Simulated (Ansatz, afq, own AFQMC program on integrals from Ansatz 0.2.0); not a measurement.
AFQMC on a folder of integrals that Ansatz 0.2.0 wrote.

```yaml
crystal:
  periodic: [false, false, false]
  atoms:
    - {symbol: B, position_ang: [0.000000, 0.000000, 0.945676]}
    - {symbol: N, position_ang: [0.000000, 0.000000, -0.569324]}
    - {symbol: H, position_ang: [0.000000, 0.850874, -1.115818]}
    - {symbol: H, position_ang: [0.000000, -0.850874, -1.115818]}
basis:
  gaussian: {orbitals: cc-pVDZ}
magnetization: {spin_polarized: true, initial_magnetization: 0}
correlation: {method: ccsd_t, electrons: outside_noble_gas, hamiltonian_folder: ham}
```

```sh
$ ansatz run in.yaml --threads 1 --pin off --events-out ev --progress --plain --max-ram 1382MiB
```

afq runs on the folder ham with

```
--method free --trial cisd --walkers 200 --time-step 0.05 --max-blocks 120 --target-error 0.00076 --factor-cut 1e-05 --seed 810 --times 0.0,0.5,1.0,2.0,3.0,4.0 --taylor-order 4
```

Times are imaginary, in 1/Eh. The walk had a cap of 214 s.

afq prints:

```
orbitals 36  electrons 5 5  factors 277 of 355
reference energy -80.23735824 Eh
CCSD correlation -0.26305120 Eh in 11 cycles, weight of the determinant in the CISD state 0.8753
repeat  energy at the last time / Eh  error
    10  -80.510035  0.001564
    20  -80.510139  0.000987
    30  -80.510013  0.000734
time / (1/Eh)  energy / Eh  error  mean overlap
  0.00  -80.500850  0.000355  1.1430
  0.50  -80.507482  0.000210  1.1411
  1.00  -80.508612  0.000330  1.1384
  2.00  -80.508638  0.000326  1.1646
  3.00  -80.508861  0.000495  1.1847
  4.00  -80.510013  0.000734  1.1522
energy -80.510013 +/- 0.000734 Eh
```

The run passed its tests (error under three times the target), which doesn't prove that it has relaxed, ending at its cap on processor time.

Against this walk (error 20.0 meV) on the same determinant: CCSD(T) 46.2 meV higher, CCSDT(Q) 6.5 meV higher (within the noise). The error is statistical, and a free projection of finite length keeps a remainder of its start. The last points still move (meV from the last: 69 ± 6 at 0.50, 38 ± 9 at 1.00, 37 ± 9 at 2.00, 31 ± 13 at 3.00, 0 ± 20 at 4.00), but the last one has reached CCSDT(Q) within the noise or passed it, so little can be left to fall.

Cautions: remainder of the start not in the error; an unrestricted solution with more broken spin lies lower (56 meV, ⟨S²⟩ 0.28), while this determinant keeps restricted orbitals; the time-step error isn't removed.

The walk took 3.6 min on 1 thread of Arm Neoverse V1, on a shared host. The log's last line is the free-projection energy.

CCSDT and higher add their correlation energy to the determinant of the CCSD(T) run, since their own runs factorise the integrals more tightly (a shift of under 2 meV). A walk keeps the symmetry of its determinant, which the program's search chose and which needn't be the lowest solution, so a lower state of the same spin and another symmetry isn't excluded.
